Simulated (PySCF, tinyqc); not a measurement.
Inside a calculation (part 1 of 2). Method: RHF in the sto-6g basis, for CH+, spin multiplicity 1. The lowest restricted solution is unstable here: a spin-polarised one lies 0.0105 hartree lower (PySCF). Computed by tinyqc, a small Python program that keeps every step (integrals from PySCF). Settings: charge = 1, multiplicity = 1, basis = sto-6g, energy threshold = 1e-08, iteration cap = 62, orthogonalisation = canonical, start = core, DIIS depth = 0, method = RHF. Command: `OMP_NUM_THREADS=1 python tinyqc.py 22641 22642 out.jsonl` (the two numbers bound the seeds that draw the settings). One thread of a shared host (Intel(R) Xeon(R) Processor @ 2.60GHz), about 0.09 s of CPU time with the checks. Later iterations appear only in the table of the cycle.

## One-electron integrals

Geometry (angstrom):

| atom | x | y | z |
|---|---|---|---|
| C | 0.000000 | 0.000000 | 0.000000 |
| H | 0.000000 | 0.000000 | 1.653000 |

Basis sto-6g: exponents (1/bohr^2) and contraction coefficients of normalised primitives:

| element | l (shell) | exponent | coefficient |
|---|---|---|---|
| C | s (1) | 742.737049 | 0.009164 |
| C | s (1) | 136.180025 | 0.049361 |
| C | s (1) | 38.098264 | 0.168538 |
| C | s (1) | 13.087782 | 0.370563 |
| C | s (1) | 5.082369 | 0.416492 |
| C | s (1) | 2.093200 | 0.130334 |
| C | s (2) | 30.497239 | -0.013253 |
| C | s (2) | 6.036200 | -0.046992 |
| C | s (2) | 1.876046 | -0.033785 |
| C | s (2) | 0.721783 | 0.250242 |
| C | s (2) | 0.313471 | 0.595117 |
| C | s (2) | 0.143687 | 0.240706 |
| C | p (3) | 30.497239 | 0.003760 |
| C | p (3) | 6.036200 | 0.037679 |
| C | p (3) | 1.876046 | 0.173897 |
| C | p (3) | 0.721783 | 0.418036 |
| C | p (3) | 0.313471 | 0.425860 |
| C | p (3) | 0.143687 | 0.101708 |
| H | s (1) | 35.523221 | 0.009164 |
| H | s (1) | 6.513144 | 0.049361 |
| H | s (1) | 1.822143 | 0.168538 |
| H | s (1) | 0.625955 | 0.370563 |
| H | s (1) | 0.243077 | 0.416492 |
| H | s (1) | 0.100112 | 0.130334 |

Overlap, kinetic and nuclear-attraction integrals over the contracted functions; the nuclear repulsion is the sum of Za Zb / Rab.

nuclear repulsion = 1.92078842 hartree

overlap S:
```
           1C 1s     1C 2s    1C 2px    1C 2py    1C 2pz     2H 1s
1C 1s   1.000000  0.243228  0.000000  0.000000  0.000000  0.017751
1C 2s   0.243228  1.000000  0.000000  0.000000  0.000000  0.228823
1C 2px  0.000000  0.000000  1.000000  0.000000  0.000000  0.000000
1C 2py  0.000000  0.000000  0.000000  1.000000  0.000000  0.000000
1C 2pz  0.000000  0.000000  0.000000  0.000000  1.000000  0.257591
2H 1s   0.017751  0.228823  0.000000  0.000000  0.257591  1.000000
```

kinetic energy T (hartree):
```
            1C 1s      1C 2s    1C 2px    1C 2py    1C 2pz      2H 1s
1C 1s   16.068641  -0.492789  0.000000  0.000000  0.000000  -0.006110
1C 2s   -0.492789   0.492405  0.000000  0.000000  0.000000   0.000648
1C 2px   0.000000   0.000000  1.479234  0.000000  0.000000   0.000000
1C 2py   0.000000   0.000000  0.000000  1.479234  0.000000   0.000000
1C 2pz   0.000000   0.000000  0.000000  0.000000  1.479234   0.047693
2H 1s   -0.006110   0.000648  0.000000  0.000000  0.047693   0.768522
```

nuclear attraction V (hartree):
```
             1C 1s      1C 2s     1C 2px     1C 2py     1C 2pz      2H 1s
1C 1s   -34.328093  -3.696288   0.000000   0.000000  -0.007772  -0.302169
1C 2s    -3.696288  -5.479709   0.000000   0.000000  -0.084912  -0.912701
1C 2px    0.000000   0.000000  -5.463500   0.000000   0.000000   0.000000
1C 2py    0.000000   0.000000   0.000000  -5.463500   0.000000   0.000000
1C 2pz   -0.007772  -0.084912   0.000000   0.000000  -5.511444  -0.945829
2H 1s    -0.302169  -0.912701   0.000000   0.000000  -0.945829  -3.156309
```

core Hamiltonian H = T + V (hartree):
```
             1C 1s      1C 2s     1C 2px     1C 2py     1C 2pz      2H 1s
1C 1s   -18.259452  -4.189077   0.000000   0.000000  -0.007772  -0.308279
1C 2s    -4.189077  -4.987304   0.000000   0.000000  -0.084912  -0.912054
1C 2px    0.000000   0.000000  -3.984266   0.000000   0.000000   0.000000
1C 2py    0.000000   0.000000   0.000000  -3.984266   0.000000   0.000000
1C 2pz   -0.007772  -0.084912   0.000000   0.000000  -4.032210  -0.898136
2H 1s    -0.308279  -0.912054   0.000000   0.000000  -0.898136  -2.387787
```

## Two-electron integrals

Functions are numbered as in S; the eight-fold symmetry (ij|kl) = (ji|kl) = (kl|ij) leaves the list below.

Two-electron integrals (ij|kl) in chemists' order, unique and non-zero (hartree):
```
(11|11) 3.543743   (21|11) 0.529462   (21|21) 0.100317   (22|11) 0.853596
(22|21) 0.199930   (22|22) 0.624844   (31|31) 0.021271   (32|31) 0.031868
(32|32) 0.138108   (33|11) 0.853598   (33|21) 0.199930   (33|22) 0.624843
(33|33) 0.673218   (41|41) 0.021271   (42|41) 0.031868   (42|42) 0.138108
(43|43) 0.036281   (44|11) 0.853598   (44|21) 0.199930   (44|22) 0.624843
(44|33) 0.600655   (44|44) 0.673218   (51|51) 0.021271   (52|51) 0.031868
(52|52) 0.138108   (53|53) 0.036281   (54|54) 0.036281   (55|11) 0.853598
(55|21) 0.199930   (55|22) 0.624843   (55|33) 0.600655   (55|44) 0.600655
(55|55) 0.673218   (61|11) 0.040389   (61|21) 0.007384   (61|22) 0.014537
(61|33) 0.014485   (61|44) 0.014485   (61|51) 0.000486   (61|52) 0.000956
(61|55) 0.014641   (61|61) 0.000559   (62|11) 0.127838   (62|21) 0.030557
(62|22) 0.109347   (62|33) 0.106560   (62|44) 0.106560   (62|51) 0.003064
(62|52) 0.022725   (62|55) 0.114922   (62|61) 0.002336   (62|62) 0.029048
(63|31) 0.002804   (63|32) 0.015539   (63|53) 0.004120   (63|63) 0.002937
(64|41) 0.002804   (64|42) 0.015539   (64|54) 0.004120   (64|64) 0.002937
(65|11) 0.124507   (65|21) 0.030099   (65|22) 0.113507   (65|33) 0.108270
(65|44) 0.108270   (65|51) 0.005276   (65|52) 0.036393   (65|55) 0.123980
(65|61) 0.002381   (65|62) 0.035510   (65|65) 0.045523   (66|11) 0.319404
(66|21) 0.077643   (66|22) 0.315515   (66|33) 0.302258   (66|44) 0.302258
(66|51) 0.007603   (66|52) 0.078973   (66|55) 0.342027   (66|61) 0.005957
(66|62) 0.118908   (66|65) 0.158506   (66|66) 0.774999
```

## Orthogonalisation

S = U s U^T; canonical form X = U s^(-1/2), so that X^T S X = 1. Each column of U has its largest component positive (the first on a tie).

eigenvalues of S: 0.617688  0.831362  1.000000  1.000000  1.152998  1.397952

X:
```
                1          2         3          4          5         6
1C 1s    0.436310   0.685758  0.000000   0.000000  -0.547593  0.322857
1C 2s   -0.742494  -0.446261  0.000000   0.000000  -0.368930  0.490965
1C 2px   0.000000   0.000000  0.998986  -0.045020   0.000000  0.000000
1C 2py   0.000000   0.000000  0.045020   0.998986   0.000000  0.000000
1C 2pz  -0.523364   0.611061  0.000000   0.000000   0.564669  0.330552
2H 1s    0.776768  -0.400045  0.000000   0.000000   0.335389  0.510670
```

Within a degenerate level the vectors are fixed only up to a rotation; this is one choice.

## Starting guess

The start is the orbitals of the core Hamiltonian; D = 2 C_occ C_occ^T.

D at the start:
```
            1C 1s      1C 2s    1C 2px    1C 2py     1C 2pz      2H 1s
1C 1s    2.128413  -0.530810  0.000000  0.000000  -0.015418   0.043392
1C 2s   -0.530810   2.192051  0.000000  0.000000   0.075919  -0.166216
1C 2px   0.000000   0.000000  0.000000  0.000000   0.000000   0.000000
1C 2py   0.000000   0.000000  0.000000  0.000000   0.000000   0.000000
1C 2pz  -0.015418   0.075919  0.000000  0.000000   2.086358  -0.205394
2H 1s    0.043392  -0.166216  0.000000  0.000000  -0.205394   0.031736
```

## Iteration 1: building the Fock matrix

J_ij = sum D_kl (ij|kl), K_ij = sum D_kl (ik|jl); F = H + J - 0.5 K; E = tr D H + tr D J / 2 - 0.25 tr D K + E_nn.

Coulomb J (hartree):
```
            1C 1s     1C 2s    1C 2px    1C 2py    1C 2pz     2H 1s
1C 1s   10.552499  1.856381  0.000000  0.000000  0.001281  0.139151
1C 2s    1.856381  4.206188  0.000000  0.000000  0.000072  0.702205
1C 2px   0.000000  0.000000  4.158378  0.000000  0.000000  0.000000
1C 2py   0.000000  0.000000  0.000000  4.158378  0.000000  0.000000
1C 2pz   0.001281  0.000072  0.000000  0.000000  4.301812  0.720624
2H 1s    0.139151  0.702205  0.000000  0.000000  0.720624  1.934838
```

exchange K (hartree):
```
           1C 1s     1C 2s    1C 2px    1C 2py    1C 2pz     2H 1s
1C 1s   7.245612  1.122933  0.000000  0.000000  0.000356  0.091495
1C 2s   1.122933  1.616986  0.000000  0.000000  0.003191  0.243726
1C 2px  0.000000  0.000000  0.383356  0.000000  0.000000  0.000000
1C 2py  0.000000  0.000000  0.000000  0.383356  0.000000  0.000000
1C 2pz  0.000356  0.003191  0.000000  0.000000  1.657630  0.225397
2H 1s   0.091495  0.243726  0.000000  0.000000  0.225397  0.083151
```

Fock matrix F (hartree):
```
             1C 1s      1C 2s     1C 2px     1C 2py     1C 2pz      2H 1s
1C 1s   -11.329759  -2.894162   0.000000   0.000000  -0.006670  -0.214876
1C 2s    -2.894162  -1.589608   0.000000   0.000000  -0.086436  -0.331712
1C 2px    0.000000   0.000000  -0.017566   0.000000   0.000000   0.000000
1C 2py    0.000000   0.000000   0.000000  -0.017566   0.000000   0.000000
1C 2pz   -0.006670  -0.086436   0.000000   0.000000  -0.559213  -0.290211
2H 1s    -0.214876  -0.331712   0.000000   0.000000  -0.290211  -0.494524
```

total energy of this density = -37.43694487 hartree

## Iteration 1: diagonalisation and new density

Diagonalise F' = X^T F X, C = X C', fill 3 alpha and 3 beta electrons from the bottom; D = 2 C_occ C_occ^T. Each column has its largest component positive (the first on a tie).

F' = X^T F X (hartree):
```
           1          2          3          4          5          6
1  -1.200724  -1.786319   0.000000   0.000000   1.774305  -1.097954
2  -1.786319  -3.978221   0.000000   0.000000   3.842357  -2.704447
3   0.000000   0.000000  -0.017566   0.000000   0.000000   0.000000
4   0.000000   0.000000   0.000000  -0.017566   0.000000   0.000000
5   1.774305   3.842357   0.000000   0.000000  -4.925759   3.140111
6  -1.097954  -2.704447   0.000000   0.000000   3.140111  -3.036370
```

orbital energies (hartree): MO1 -11.331761, MO2 -0.938048, MO3 -0.589916, MO4 -0.281349, MO5 -0.017566, MO6 -0.017566

coefficients C:
```
              MO1        MO2        MO3        MO4       MO5        MO6
1C 1s    0.996389  -0.244345   0.100139   0.046924  0.000000   0.000000
1C 2s    0.014606   0.939643  -0.424565  -0.253387  0.000000   0.000000
1C 2px   0.000000   0.000000   0.000000   0.000000  0.765383  -0.643575
1C 2py   0.000000   0.000000   0.000000   0.000000  0.643575   0.765383
1C 2pz   0.001244   0.231134   0.750952  -0.676808  0.000000   0.000000
2H 1s   -0.002088   0.164123   0.427373   0.962852  0.000000   0.000000
```

D after iteration 1:
```
            1C 1s      1C 2s    1C 2px    1C 2py     1C 2pz      2H 1s
1C 1s    2.125046  -0.515120  0.000000  0.000000   0.039924   0.001227
1C 2s   -0.515120   2.126795  0.000000  0.000000  -0.203253  -0.054522
1C 2px   0.000000   0.000000  0.000000  0.000000   0.000000   0.000000
1C 2py   0.000000   0.000000  0.000000  0.000000   0.000000   0.000000
1C 2pz   0.039924  -0.203253  0.000000  0.000000   1.234707   0.717738
2H 1s    0.001227  -0.054522  0.000000  0.000000   0.717738   0.419178
```

Within a degenerate level the vectors are fixed only up to a rotation; this is one choice.

## Iteration 2: building the Fock matrix

As before.

Coulomb J (hartree):
```
            1C 1s     1C 2s    1C 2px    1C 2py     1C 2pz     2H 1s
1C 1s   10.153285  1.766286  0.000000  0.000000  -0.000828  0.132527
1C 2s    1.766286  3.991673  0.000000  0.000000   0.029272  0.703297
1C 2px   0.000000  0.000000  3.949039  0.000000   0.000000  0.000000
1C 2py   0.000000  0.000000  0.000000  3.949039   0.000000  0.000000
1C 2pz  -0.000828  0.029272  0.000000  0.000000   4.076943  0.741609
2H 1s    0.132527  0.703297  0.000000  0.000000   0.741609  2.200040
```

exchange K (hartree):
```
           1C 1s      1C 2s    1C 2px    1C 2py     1C 2pz     2H 1s
1C 1s   7.224988   1.099881  0.000000  0.000000   0.001569  0.091620
1C 2s   1.099881   1.539589  0.000000  0.000000  -0.029715  0.356831
1C 2px  0.000000   0.000000  0.356352  0.000000   0.000000  0.000000
1C 2py  0.000000   0.000000  0.000000  0.356352   0.000000  0.000000
1C 2pz  0.001569  -0.029715  0.000000  0.000000   1.330421  0.508784
2H 1s   0.091620   0.356831  0.000000  0.000000   0.508784  0.641963
```

Fock matrix F (hartree):
```
             1C 1s      1C 2s     1C 2px     1C 2py     1C 2pz      2H 1s
1C 1s   -11.718661  -2.972732   0.000000   0.000000  -0.009385  -0.221561
1C 2s    -2.972732  -1.765425   0.000000   0.000000  -0.040782  -0.387172
1C 2px    0.000000   0.000000  -0.213402   0.000000   0.000000   0.000000
1C 2py    0.000000   0.000000   0.000000  -0.213402   0.000000   0.000000
1C 2pz   -0.009385  -0.040782   0.000000   0.000000  -0.620478  -0.410919
2H 1s    -0.221561  -0.387172   0.000000   0.000000  -0.410919  -0.508729
```

total energy of this density = -37.74723120 hartree

## Iteration 2: diagonalisation and new density

As before.

F' = X^T F X (hartree):
```
           1          2          3          4          5          6
1  -1.151825  -1.973635   0.000000   0.000000   1.802207  -1.106565
2  -1.973635  -4.157475   0.000000   0.000000   3.918598  -2.770476
3   0.000000   0.000000  -0.213402   0.000000   0.000000   0.000000
4   0.000000   0.000000   0.000000  -0.213402   0.000000   0.000000
5   1.802207   3.918598   0.000000   0.000000  -5.166065   3.218684
6  -1.106565  -2.770476   0.000000   0.000000   3.218684  -3.211122
```

orbital energies (hartree): MO1 -11.720195, MO2 -1.095473, MO3 -0.740147, MO4 -0.213402, MO5 -0.213402, MO6 -0.130672

coefficients C:
```
              MO1        MO2        MO3       MO4        MO5        MO6
1C 1s    0.996890  -0.248967   0.076018  0.000000   0.000000   0.056323
1C 2s    0.012615   0.964501  -0.336240  0.000000   0.000000  -0.290041
1C 2px   0.000000   0.000000   0.000000  0.131411   0.991328   0.000000
1C 2py   0.000000   0.000000   0.000000  0.991328  -0.131411   0.000000
1C 2pz   0.001284   0.122762   0.751582  0.000000   0.000000  -0.703899
2H 1s   -0.001679   0.165560   0.467351  0.000000   0.000000   0.943845
```

D after iteration 2:
```
            1C 1s      1C 2s    1C 2px    1C 2py     1C 2pz      2H 1s
1C 1s    2.123105  -0.506227  0.000000  0.000000   0.055699  -0.014732
1C 2s   -0.506227   2.086957  0.000000  0.000000  -0.268584   0.005038
1C 2px   0.000000   0.000000  0.000000  0.000000   0.000000   0.000000
1C 2py   0.000000   0.000000  0.000000  0.000000   0.000000   0.000000
1C 2pz   0.055699  -0.268584  0.000000  0.000000   1.159895   0.743150
2H 1s   -0.014732   0.005038  0.000000  0.000000   0.743150   0.491660
```

Within a degenerate level the vectors are fixed only up to a rotation; this is one choice.

## Iteration 3: building the Fock matrix

As before.

Coulomb J (hartree):
```
            1C 1s     1C 2s    1C 2px    1C 2py     1C 2pz     2H 1s
1C 1s   10.101377  1.754682  0.000000  0.000000  -0.003153  0.131610
1C 2s    1.754682  3.963133  0.000000  0.000000   0.022483  0.701576
1C 2px   0.000000  0.000000  3.920752  0.000000   0.000000  0.000000
1C 2py   0.000000  0.000000  0.000000  3.920752   0.000000  0.000000
1C 2pz  -0.003153  0.022483  0.000000  0.000000   4.047899  0.741473
2H 1s    0.131610  0.701576  0.000000  0.000000   0.741473  2.230768
```

exchange K (hartree):
```
           1C 1s      1C 2s    1C 2px    1C 2py     1C 2pz     2H 1s
1C 1s   7.221594   1.097786  0.000000  0.000000   0.000760  0.091280
1C 2s   1.097786   1.523036  0.000000  0.000000  -0.061899  0.372502
1C 2px  0.000000   0.000000  0.350845  0.000000   0.000000  0.000000
1C 2py  0.000000   0.000000  0.000000  0.350845   0.000000  0.000000
1C 2pz  0.000760  -0.061899  0.000000  0.000000   1.288848  0.517063
2H 1s   0.091280   0.372502  0.000000  0.000000   0.517063  0.711080
```

Fock matrix F (hartree):
```
             1C 1s      1C 2s     1C 2px     1C 2py     1C 2pz      2H 1s
1C 1s   -11.768873  -2.983288   0.000000   0.000000  -0.011305  -0.222309
1C 2s    -2.983288  -1.785688   0.000000   0.000000  -0.031480  -0.396729
1C 2px    0.000000   0.000000  -0.238936   0.000000   0.000000   0.000000
1C 2py    0.000000   0.000000   0.000000  -0.238936   0.000000   0.000000
1C 2pz   -0.011305  -0.031480   0.000000   0.000000  -0.628735  -0.415194
2H 1s    -0.222309  -0.396729   0.000000   0.000000  -0.415194  -0.512559
```

total energy of this density = -37.75315455 hartree

## Iteration 3: diagonalisation and new density

As before.

F' = X^T F X (hartree):
```
           1          2          3          4          5          6
1  -1.148187  -1.988701   0.000000   0.000000   1.808579  -1.111029
2  -1.988701  -4.189952   0.000000   0.000000   3.927104  -2.776346
3   0.000000   0.000000  -0.238936   0.000000   0.000000   0.000000
4   0.000000   0.000000   0.000000  -0.238936   0.000000   0.000000
5   1.808579   3.927104   0.000000   0.000000  -5.192876   3.233220
6  -1.111029  -2.776346   0.000000   0.000000   3.233220  -3.230361
```

orbital energies (hartree): MO1 -11.770366, MO2 -1.113676, MO3 -0.752546, MO4 -0.238936, MO5 -0.238936, MO6 -0.124788

coefficients C:
```
              MO1        MO2        MO3       MO4        MO5        MO6
1C 1s    0.996941  -0.249657   0.070621  0.000000   0.000000   0.059311
1C 2s    0.012414   0.967921  -0.315598  0.000000   0.000000  -0.301620
1C 2px   0.000000   0.000000   0.000000  0.953031  -0.302874   0.000000
1C 2py   0.000000   0.000000   0.000000  0.302874   0.953031   0.000000
1C 2pz   0.001442   0.100913   0.757815  0.000000   0.000000  -0.700680
2H 1s   -0.001684   0.165903   0.465167  0.000000   0.000000   0.944863
```

D after iteration 3:
```
            1C 1s      1C 2s    1C 2px    1C 2py     1C 2pz      2H 1s
1C 1s    2.122414  -0.503120  0.000000  0.000000   0.059524  -0.020494
1C 2s   -0.503120   2.073256  0.000000  0.000000  -0.282942   0.027509
1C 2px   0.000000   0.000000  0.000000  0.000000   0.000000   0.000000
1C 2py   0.000000   0.000000  0.000000  0.000000   0.000000   0.000000
1C 2pz   0.059524  -0.282942  0.000000  0.000000   1.168939   0.738500
2H 1s   -0.020494   0.027509  0.000000  0.000000   0.738500   0.487813
```

Within a degenerate level the vectors are fixed only up to a rotation; this is one choice.

## Iteration 9 (converged): orbitals

converged F (hartree):
```
             1C 1s      1C 2s     1C 2px     1C 2py     1C 2pz      2H 1s
1C 1s   -11.769409  -2.983605   0.000000   0.000000  -0.012240  -0.222272
1C 2s    -2.983605  -1.784231   0.000000   0.000000  -0.030456  -0.399892
1C 2px    0.000000   0.000000  -0.238704   0.000000   0.000000   0.000000
1C 2py    0.000000   0.000000   0.000000  -0.238704   0.000000   0.000000
1C 2pz   -0.012240  -0.030456   0.000000   0.000000  -0.631095  -0.415519
2H 1s    -0.222272  -0.399892   0.000000   0.000000  -0.415519  -0.515760
```

As before.

F' = X^T F X (hartree):
```
           1          2          3          4          5          6
1  -1.144700  -1.986597   0.000000   0.000000   1.809760  -1.112967
2  -1.986597  -4.193447   0.000000   0.000000   3.926655  -2.775616
3   0.000000   0.000000  -0.238704   0.000000   0.000000   0.000000
4   0.000000   0.000000   0.000000  -0.238704   0.000000   0.000000
5   1.809760   3.926655   0.000000   0.000000  -5.193281   3.232282
6  -1.112967  -2.775616   0.000000   0.000000   3.232282  -3.232809
```

orbital energies (hartree): MO1 -11.770909, MO2 -1.113111, MO3 -0.754322, MO4 -0.238704, MO5 -0.238704, MO6 -0.125895

coefficients C:
```
              MO1        MO2        MO3       MO4        MO5        MO6
1C 1s    0.996936  -0.249147   0.071368  0.000000   0.000000   0.060632
1C 2s    0.012435   0.965381  -0.318574  0.000000   0.000000  -0.306590
1C 2px   0.000000   0.000000   0.000000  0.978760  -0.205007   0.000000
1C 2py   0.000000   0.000000   0.000000  0.205007   0.978760   0.000000
1C 2pz   0.001531   0.100591   0.758852  0.000000   0.000000  -0.699603
2H 1s   -0.001710   0.171859   0.462635  0.000000   0.000000   0.945042
```

D after iteration 9:
```
            1C 1s      1C 2s    1C 2px    1C 2py     1C 2pz      2H 1s
1C 1s    2.122097  -0.501721  0.000000  0.000000   0.061245  -0.023011
1C 2s   -0.501721   2.067210  0.000000  0.000000  -0.289246   0.037010
1C 2px   0.000000   0.000000  0.000000  0.000000   0.000000   0.000000
1C 2py   0.000000   0.000000  0.000000  0.000000   0.000000   0.000000
1C 2pz   0.061245  -0.289246  0.000000  0.000000   1.171955   0.736714
2H 1s   -0.023011   0.037010  0.000000  0.000000   0.736714   0.487140
```

Within a degenerate level the vectors are fixed only up to a rotation; this is one choice.
